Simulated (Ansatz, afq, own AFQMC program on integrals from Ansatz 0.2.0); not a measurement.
CH$_{6}$O$_{3}$Sn, singlet in def2-SVP, levels against AFQMC with the constraint released

```xyz
11

C     0.0217    1.5939   -0.7804
O     0.7902    0.4298   -0.9215
Sn    0.5969   -1.0810    0.3379
O    -1.0755   -2.0475   -0.1019
O     0.2614   -0.3718    2.1469
H    -0.9944    1.4828   -1.2069
H    -0.0906    1.9121    0.2732
H     0.5188    2.4148   -1.3245
H     2.0169   -2.0082    0.2682
H    -1.3023   -1.9632   -1.0359
H    -0.6776   -0.4188    2.3655
```

Basis def2-SVP with its core potentials. Noble-gas cores (and the filled d shells of Ga–Kr and In–Xe) are frozen. Ansatz 0.2.0 and our own AFQMC program on the same integrals; the CISD trial comes from CCSD amplitudes, and released means the phaseless constraint is let go. Uncertainties: one standard error, sampling alone. No spin–orbit coupling.

Determinant: RHF, the one that the program's search chose, which needn't be the lowest solution. The geometry is a PBE0/def2-SVP stationary point of this or a neighbouring charge and spin state.

No full CI on the walks' own integrals is used here. The released AFQMC energy serves as the reference, which it does only where one determinant dominates, the energy is flat over the last release times and near the phaseless one (40 meV or 2 meV an electron, half that with transition metals). On small molecules, where full CI could be run and the noise was under 10 meV, such values lay within 10 meV of it in 19 cases of 20, a flattering rate, since the rule was set on those same cases; what remains of the bias isn't in the error bar.

Cautions: no spin-orbit coupling; inner d shell frozen; the released value is read at 0.90 1/Eh with a noise of 16 meV, more than in the cases checked (meV from the phaseless value at times in 1/Eh: -4 ± 15 at 0.21, 13 ± 13 at 0.42, 10 ± 13 at 0.63, -6 ± 16 at 0.90).

The T1 diagnostic is 0.0139, the weight of the determinant in the CISD state is 0.780 and the size of the correlated space is 32 electrons in 99 orbitals.

| level | correlation energy (eV) |
| --- | --- |
| MP2 | -21.7886 |
| CCSD | -22.7085 |
| CCSD(T) | -23.2452 |

(1) Estimate where phaseless AFQMC with a CISD trial lies against CCSD(T) on the same integrals.

(1) 9.1 ± 1.0 kJ/mol below CCSD(T).

Reference: AFQMC with the constraint released, correlation energy -23.346 ± 0.016 eV.

```
        level  E − E(reference) (kJ/mol)  share of correlation (%)
      CCSD(T)                  9.7 ± 1.6                     99.57
ph-AFQMC/CISD                  0.6 ± 1.9                     99.97
```

Released energies are given only where the last usable release times agree within the noise; a slower fall can still hide under it.
